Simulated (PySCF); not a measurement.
**How methods differ on the ionisation energy of N**

N [He] 2s2 2p3 (4S) → N+ [He] 2s2 2p2 (3P), as a difference of total energies. All numbers are calculated (PySCF 2.14, scalar relativity by spin-free X2C-1e, in aug-cc-pVDZ-DK (4s3p2d, 23 functions)). Correlated levels: valence: 1s2 frozen. The calculations carry no spin-orbit coupling.

Task: Order these methods by the ionisation energy they give, lowest first.
A. CCSD (valence)
B. UHF
C. LDA
D. SCS-MP2 (valence)

Result: B (13.922 eV), D (14.253 eV), A (14.340 eV), C (15.012 eV).

Errors of the correlated levels include the incompleteness of this basis and the frozen core.

For comparison: 14.545 eV (measured; NIST levels, between the centres of gravity of the two terms).
